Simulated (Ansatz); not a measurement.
HSC, doublet: vertical spin and charge gaps

Geometry (PBE0/def2-TZVP stationary point for this spin, not checked as a minimum):

```yaml
atoms:
  - { symbol: C, position_ang: [0.0000, 0.0808, 1.2061] }
  - { symbol: S, position_ang: [0.0000, -0.0690, -0.4246] }
  - { symbol: H, position_ang: [0.0000, 1.2326, -0.8640] }
```

Basis 6-31G; Ansatz 0.2.0. Correlated methods freeze the noble-gas cores. R marks a restricted (for open shells ROHF) determinant, U an unrestricted one. Active spaces: valence = (11e, 9o) chosen from the atoms' valence shells.

Gaps are energies of the second state less the first, at fixed atoms, for a selection of the levels run; each method lands on the state that its own search finds for that charge and spin.

Unrestricted rows (U, and Kohn–Sham where it breaks symmetry) aren't spin-pure: their determinants' ⟨S²⟩ exceeds S(S+1) by up to 0.47, so they mix in states of higher spin. For open shells CISD and CISDTQ are restricted-active-space CI with the open shells as a complete middle space. A value is left out where its run failed or describes another state than the reference as far as symmetry and spin tell, or, spin-broken singlets apart, can't be checked.

Q: PBE gives 10.409 eV for removing an electron, to the triplet. Estimate what full CI gives in 6-31G.

A: Full CI in 6-31G gives 9.424 eV, so against it PBE is off by 0.985 eV.

```json
{"level": "RHF", "gap (eV)": "9.444", "error (meV)": "20", "⟨S²⟩ where 0.1 over S(S+1) (first / second)": "– / –"}
{"level": "UHF", "gap (eV)": "9.028", "error (meV)": "-396", "⟨S²⟩ where 0.1 over S(S+1) (first / second)": "– / 2.47"}
{"level": "RMP2", "gap (eV)": "9.570", "error (meV)": "146", "⟨S²⟩ where 0.1 over S(S+1) (first / second)": "– / –"}
{"level": "UMP2", "gap (eV)": "9.632", "error (meV)": "208", "⟨S²⟩ where 0.1 over S(S+1) (first / second)": "– / 2.47"}
{"level": "CISD", "gap (eV)": "9.451", "error (meV)": "27", "⟨S²⟩ where 0.1 over S(S+1) (first / second)": "– / –"}
{"level": "RCCSD", "gap (eV)": "9.453", "error (meV)": "29", "⟨S²⟩ where 0.1 over S(S+1) (first / second)": "– / –"}
{"level": "UCCSD", "gap (eV)": "9.412", "error (meV)": "-12", "⟨S²⟩ where 0.1 over S(S+1) (first / second)": "– / 2.47"}
{"level": "RCCSD(T)", "gap (eV)": "9.433", "error (meV)": "9", "⟨S²⟩ where 0.1 over S(S+1) (first / second)": "– / –"}
{"level": "UCCSD(T)", "gap (eV)": "9.451", "error (meV)": "27", "⟨S²⟩ where 0.1 over S(S+1) (first / second)": "– / 2.47"}
{"level": "BCCD(T)", "gap (eV)": "9.448", "error (meV)": "24", "⟨S²⟩ where 0.1 over S(S+1) (first / second)": "– / –"}
{"level": "RCCSDT", "gap (eV)": "9.426", "error (meV)": "2", "⟨S²⟩ where 0.1 over S(S+1) (first / second)": "– / –"}
{"level": "UCCSDT", "gap (eV)": "9.430", "error (meV)": "6", "⟨S²⟩ where 0.1 over S(S+1) (first / second)": "– / 2.47"}
{"level": "RCCSDT(Q)", "gap (eV)": "9.426", "error (meV)": "2", "⟨S²⟩ where 0.1 over S(S+1) (first / second)": "– / –"}
{"level": "UCCSDT(Q)", "gap (eV)": "9.423", "error (meV)": "-1", "⟨S²⟩ where 0.1 over S(S+1) (first / second)": "– / 2.47"}
{"level": "RCCSDTQ", "gap (eV)": "9.425", "error (meV)": "1", "⟨S²⟩ where 0.1 over S(S+1) (first / second)": "– / –"}
{"level": "UCCSDTQ", "gap (eV)": "9.425", "error (meV)": "1", "⟨S²⟩ where 0.1 over S(S+1) (first / second)": "– / 2.47"}
{"level": "CASSCF (valence space)", "gap (eV)": "8.910", "error (meV)": "-514", "⟨S²⟩ where 0.1 over S(S+1) (first / second)": "– / –"}
{"level": "NEVPT2 (valence space)", "gap (eV)": "9.295", "error (meV)": "-129", "⟨S²⟩ where 0.1 over S(S+1) (first / second)": "– / –"}
{"level": "MRCISD (valence space)", "gap (eV)": "9.398", "error (meV)": "-26", "⟨S²⟩ where 0.1 over S(S+1) (first / second)": "– / –"}
{"level": "MRCISD+Q (valence space)", "gap (eV)": "9.424", "error (meV)": "0", "⟨S²⟩ where 0.1 over S(S+1) (first / second)": "– / –"}
{"level": "r2SCAN", "gap (eV)": "10.288", "error (meV)": "864", "⟨S²⟩ where 0.1 over S(S+1) (first / second)": "– / –"}
{"level": "PBE0", "gap (eV)": "10.447", "error (meV)": "1023", "⟨S²⟩ where 0.1 over S(S+1) (first / second)": "– / –"}
{"level": "B3LYP", "gap (eV)": "10.577", "error (meV)": "1153", "⟨S²⟩ where 0.1 over S(S+1) (first / second)": "– / –"}
{"level": "wB97M-V", "gap (eV)": "10.576", "error (meV)": "1152", "⟨S²⟩ where 0.1 over S(S+1) (first / second)": "– / –"}
{"level": "B2PLYP", "gap (eV)": "10.198", "error (meV)": "774", "⟨S²⟩ where 0.1 over S(S+1) (first / second)": "– / 2.12"}
{"level": "RPA-PBE", "gap (eV)": "9.813", "error (meV)": "389", "⟨S²⟩ where 0.1 over S(S+1) (first / second)": "– / –"}
```

Q: PBE gives 9.100 eV for removing an electron, to the singlet. Estimate what full CI gives in 6-31G.

A: Full CI in 6-31G gives 8.449 eV, so against it PBE is off by 0.651 eV.

```
                 level  gap (eV)  error (meV)  ⟨S²⟩ where 0.1 over S(S+1) (first / second)
                   UHF     8.992          543                                     – / 0.45
                  UMP2     8.702          253                                     – / 0.45
                 UCCSD     8.568          119                                     – / 0.45
              RCCSD(T)     8.463           14                                        – / –
                UCCSDT     8.457            8                                     – / 0.45
               UCCSDTQ     8.448           -1                                     – / 0.45
CASSCF (valence space)     7.947         -502                                        – / –
NEVPT2 (valence space)     8.320         -129                                        – / –
                 B3LYP     9.278          829                                        – / –
```

Quartet less doublet: 1.726 eV at full CI (doublet A', quartet A'', in Cs).

| level | gap (eV) | error (meV) |
| --- | --- | --- |
| RHF | 0.740 | -986 |
| UHF | 0.715 | -1011 |
| RMP2 | 1.483 | -243 |
| UMP2 | 1.495 | -231 |
| CISD | 1.513 | -213 |
| RCCSD | 1.630 | -96 |
| UCCSD | 1.629 | -97 |
| RCCSD(T) | 1.712 | -14 |
| UCCSD(T) | 1.711 | -15 |
| BCCD(T) | 1.713 | -13 |
| RCCSDT | 1.725 | -1 |
| UCCSDT | 1.724 | -2 |
| CISDTQ | 1.712 | -14 |
| RCCSDT(Q) | 1.725 | -1 |
| UCCSDT(Q) | 1.727 | 1 |
| RCCSDTQ | 1.726 | 0 |
| UCCSDTQ | 1.726 | 0 |
| CASSCF (valence space) | 1.689 | -37 |
| NEVPT2 (valence space) | 1.716 | -10 |
| MRCISD (valence space) | 1.734 | 8 |
| MRCISD+Q (valence space) | 1.737 | 11 |
| PBE | 2.318 | 592 |
| r2SCAN | 1.898 | 172 |
| PBE0 | 2.044 | 318 |
| B3LYP | 2.332 | 606 |
| wB97M-V | 2.324 | 598 |
| B2PLYP | 2.127 | 401 |
| RPA-PBE | 2.177 | 451 |

In so small a basis the reference is far from its limit while semilocal and hybrid functionals are nearer theirs (RPA and double hybrids share much of the reference's basis error), so the functionals' errors here hold much of the reference's basis and frozen-core error, which can add to them or hide them.

Full CI is exact within this basis and frozen core; it isn't the basis-set limit. The frozen core follows each run's orbitals, which can shift R against U totals by a few meV.
